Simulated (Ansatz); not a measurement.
Worked example: correlation energy of [BH₂···H···H], doublet

All five atoms lie in one plane.

Geometry: a point of a hydrogen-transfer path between rigid fragments, not a stationary point.

| atom | x (Å) | y (Å) | z (Å) |
| --- | --- | --- | --- |
| B | -0.1512 | 0.0000 | 0.0000 |
| H | -0.7479 | 1.0336 | 0.0000 |
| H | -0.7479 | -1.0336 | 0.0000 |
| H | 1.0423 | 0.0000 | 0.0000 |
| H | 2.0748 | 0.0000 | 0.0000 |

Basis cc-pVDZ; Ansatz 0.2.0. Only valence electrons are correlated (noble-gas cores frozen), which leaves 7 electrons in 33 orbitals. R marks a restricted (for open shells ROHF) determinant, U an unrestricted one.

Full CI is exact within this basis and frozen core; it isn't the basis-set limit. The frozen core follows each run's orbitals, which can shift R against U totals by a few meV.

Runs differ by some tens of microhartree through their thresholds and, for an open shell, their frozen cores, so steps under 0.1 kcal/mol mean nothing.

| level | total energy (hartree) |
| --- | --- |
| UHF | -26.853794 |
| UMP2 | -26.953512 |
| UCCSD | -26.980223 |
| UCCSD(T) | -26.982121 |
| UCCSDT | -26.982587 |
| UCCSDT(Q) | -26.982634 |
| UCCSDTQ | -26.982644 |
| full CI | -26.982644 |

Question: What is the correlation energy at full CI, and what share of it do UMP2 and UCCSD recover?

Answer: E(corr) = -26.982644 − (-26.853794) = -0.128850 hartree = -3.506 eV. UMP2: -0.099718 / -0.128850 = 77.39 %. UCCSD: -0.126429 / -0.128850 = 98.12 %.

Question: By how many kcal/mol does UCCSD(T) miss full CI (1 hartree = 627.509 kcal/mol), and which steps make up the rest?

Answer: -26.982121 − (-26.982644) = 0.000523 hartree = 0.33 kcal/mol. Steps: UCCSDT − UCCSD(T) = -0.29, UCCSDT(Q) − UCCSDT = -0.03, UCCSDTQ − UCCSDT(Q) = -0.01, full CI − UCCSDTQ = 0.00 kcal/mol. That is within 1 kcal/mol of the reference in this basis, which itself misses far more of the correlation at the basis-set limit.
